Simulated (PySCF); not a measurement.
water (H₂O), SMILES O.

Geometry: B3LYP-D3(BJ)/def2-TZVPD.

Two levels are set side by side: TDDFT-PBE/def2-TZVPD (PySCF) and ADC(3)/aug-cc-pVDZ (PySCF). Vertical, same geometry; the bases differ. Differences are taken from unrounded values.

| quantity | TDDFT-PBE |
|---|---|
| lowest singlet excitation (eV) | 6.73 |

Task: These are the TDDFT-PBE values. What does ADC(3) give? (The exact figures need the calculation; the answer reports its results.)

Result: 
| quantity | ADC(3) | TDDFT-PBE minus ADC(3) |
|---|---|---|
| lowest singlet excitation (eV) | 7.82 | -1.09 |

A lower first singlet is the usual sign of a functional without exact exchange. Differences between two approximate levels are no errors against the true value.

Rough cost on one machine, each run with all the roots and properties that it gave: ADC(3) against TDDFT-PBE about 3 times.
